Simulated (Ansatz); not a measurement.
# CH5BO: the cost of one run

Method: RKS PBE/def2-SVP, in Ansatz 0.2.0.

### 1 The starting structure

Bond lengths: B1–O2 1.410 Å, O2–H3 1.010 Å, B1–H4 1.190 Å, B1–C5 1.600 Å, C5–H6 1.110 Å, C5–H7 1.110 Å, C5–H8 1.110 Å. Angles: B1–O2–H3 109.5°, O2–B1–H4 120.0°, O2–B1–C5 120.0°, H4–B1–C5 120.0°, B1–C5–H6 109.5°, B1–C5–H7 109.5°, B1–C5–H8 109.5°, H6–C5–H7 109.4°, H6–C5–H8 109.4°, H7–C5–H8 109.4°.

As a file:

```xyz
8

B     0.0000    0.0000    0.0000
O     0.0000    0.0000    1.4100
H    -0.9095   -0.2814    1.7471
H     1.0305    0.0000   -0.5950
C    -1.3856    0.0000   -0.8000
H    -1.9458   -0.9305   -0.5708
H    -1.9898    0.8797   -0.4946
H    -1.1839    0.0508   -1.8903
```

### 2 Preparing the start

Input file input.yaml:

```yaml
crystal:
  periodic: [false, false, false]
  atoms:
    - { symbol: B, position_ang: [0.0, 0.0, 0.0] }
    - { symbol: O, position_ang: [0.0, 0.0, 1.41] }
    - { symbol: H, position_ang: [-0.9095, -0.2814, 1.7471] }
    - { symbol: H, position_ang: [1.0305, 0.0, -0.595] }
    - { symbol: C, position_ang: [-1.3856, 0.0, -0.8] }
    - { symbol: H, position_ang: [-1.9458, -0.9305, -0.5708] }
    - { symbol: H, position_ang: [-1.9898, 0.8797, -0.4946] }
    - { symbol: H, position_ang: [-1.1839, 0.0508, -1.8903] }
basis:
  gaussian: { orbitals: def2-SVP }
hamiltonian:
  xc: pbe
relax:
  f_tol: 0.02
  max_steps: 40
output:
  orbitals: {}
```

Run with:

```bash
ansatz run input.yaml --threads 1 --pin off --max-ram 2048MiB --backend cpu --events-out ev --progress --plain --runs-dir out
```

**Question.** How long does this run take on 1 thread of Arm Neoverse V2, shared host, and how much memory does it need?

About 26 s, with a peak of 0.12 GiB.
